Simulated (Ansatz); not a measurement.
Mulliken charges of `COCF` from ωB97M-V/def2-TZVPP in Ansatz (PBE0-D4/def2-TZVP geometry).

```tsv
atom	x (Å)	y (Å)	z (Å)	charge (e)
C1	-0.633	0.772	-0.602	-0.188
O2	-0.045	0.485	0.651	-0.288
C3	0.584	-0.722	0.704	0.152
F4	1.738	-0.723	-0.060	-0.237
H5	-1.322	-0.027	-0.901	0.104
H6	-1.190	1.701	-0.486	0.129
H7	0.127	0.900	-1.377	0.133
H8	-0.044	-1.533	0.311	0.083
H9	0.873	-0.899	1.741	0.112
```

Problem. By hand: the dipole of these point charges (1 e Å = 4.8032 D).

Solution. Σ q r = (-0.371, -0.115, -0.072) e Å, of length 0.395 e Å = 1.90 D.

Problem. How does the dipole of the full density compare? (Estimate.)

Solution. The calculation gave: (-0.335, -0.090, -0.060) e Å, 1.69 D; the point charges give 1.12 times that, at 2° from its direction.

Point charges leave out the atoms' own dipoles, such as those of lone pairs, and Mulliken's split depends on the basis, so the close match here is no proof of good charges.
